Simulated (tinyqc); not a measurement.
Worked calculation: Hueckel theory of the pi electrons, for the molecule C=CC=C (SMILES; centres numbered as the heavy atoms are written). Computed by tinyqc, a small Python program that keeps every step. Settings: charge = 0. Command: `OMP_NUM_THREADS=1 python tinyqc.py 28523 28524 out.jsonl` (the two numbers bound the seeds that draw the settings). One thread of a shared host (Intel(R) Xeon(R) Processor @ 2.60GHz), about 0.01 s of CPU time with the checks.

## The Hueckel matrix

Centres:
```
centre  z_r, pi electrons of the neutral centre       h
1C                                            1  0.0000
2C                                            1  0.0000
3C                                            1  0.0000
4C                                            1  0.0000
```

Bonds:
```
i  j  k
1  2  1
2  3  1
3  4  1
```

H_rr = alpha + h_r beta, H_rs = k_rs beta for bonded centres.

Hueckel matrix in units of beta (H = alpha + beta A), lower triangle:
```
        1C      2C      3C      4C
1C  0.0000
2C  1.0000  0.0000
3C  0.0000  1.0000  0.0000
4C  0.0000  0.0000  1.0000  0.0000
```

## Orbitals

pi electrons, sum of z_r less the charge = 4

Diagonalise; E = alpha + x beta with beta < 0, so the largest x are filled first; degenerate levels share their electrons. P = sum n_i c_ri c_si; each orbital has its largest coefficient positive (the first on a tie).

x values: 1.6180  0.6180  -0.6180  -1.6180

occupations: 2.0000  2.0000  0.0000  0.0000

coefficients:
```
       MO1      MO2      MO3      MO4
1C  0.3717   0.6015   0.6015  -0.3717
2C  0.6015   0.3717  -0.3717   0.6015
3C  0.6015  -0.3717  -0.3717  -0.6015
4C  0.3717  -0.6015   0.6015   0.3717
```

charge and bond-order matrix P, lower triangle:
```
         1C      2C      3C      4C
1C   1.0000
2C   0.8944  1.0000
3C   0.0000  0.4472  1.0000
4C  -0.4472  0.0000  0.8944  1.0000
```

## Energy, charges, bond orders

E = sum n x; q_r = z_r - P_rr; bond order p = P_rs; free valence = sqrt(3) - sum of p over the bonds of the atom.

pi energy = 4 alpha + this times beta = 4.4721

pi charges: 1C 0.0000, 2C 0.0000, 3C 0.0000, 4C 0.0000

Bond orders and lengths from R = 1.517 - 0.180 p (angstrom, C-C alone):
```
bond       p       R
1-2   0.8944  1.3560
2-3   0.4472  1.4365
3-4   0.8944  1.3560
```

free valence of the carbons: 1C 0.8376, 2C 0.3904, 3C 0.3904, 4C 0.8376

gap between the highest filled and the next level = 1.2361 |beta|
